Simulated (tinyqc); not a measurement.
Worked calculation: UHF in the sto-3g basis, for OH+, spin multiplicity 3. One step of it, computed by the program tinyqc.

Question. Iteration 3: DIIS coefficients. Solve [B -1; -1 0][c; lambda] = [0; -1] for the coefficients, which sum to one.

B (overlaps of the stored error matrices):
```
,1,2,3
1,2.8004280e+02,3.6903837e+00,1.7892735e-01
2,3.6903837e+00,3.8990968e-01,6.4620730e-02
3,1.7892735e-01,6.4620730e-02,2.6039676e-02
```

Give: DIIS coefficients.

Answer.

DIIS coefficients: 0.001  -0.151  1.149
